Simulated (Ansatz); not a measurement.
`F/[C]=C\F` radical. The species carries charge 0 and has multiplicity 2.

```xyz
5

F    -1.471    1.101   -0.416
C    -0.907    0.018    0.017
C     0.355   -0.325    0.125
F     1.357    0.490   -0.239
H     0.665   -1.284    0.513
```

**Question.** List the harmonic frequencies (cm⁻¹, unscaled) at PBE0-D4/def2-TZVP in Ansatz. (An estimate is asked.)

**Answer.** Computed: 214, 448, 763, 800, 1041, 1158, 1352, 1797, 3258.

**Question.** Is this a minimum?

**Answer.** Yes, all 9 modes are real.

**Question.** Give the ideal-gas thermochemistry at 298.15 K and 1 bar (rigid rotor, harmonic oscillator; point group Cs, symmetry number 1).

**Answer.** Zero-point energy 64.8 kJ/mol; H(298) − E = 77.4 kJ/mol; entropy 279.6 J/(mol·K), of which translation 160.5, rotation 99.1, vibration 14.3, electronic 5.8; G(298) − E = -6.0 kJ/mol.

**Question.** And at 400, 500, 600, 800 and 1000 K?

**Answer.** 
```
T (K)  H − E (kJ/mol)  S (J/mol/K)  G − E (kJ/mol)
  400            83.5        297.2           -35.4
  500            90.3        312.3           -65.8
  600            97.7        325.8           -97.8
  800           114.0        349.2          -165.3
 1000           131.7        368.9          -237.2
```
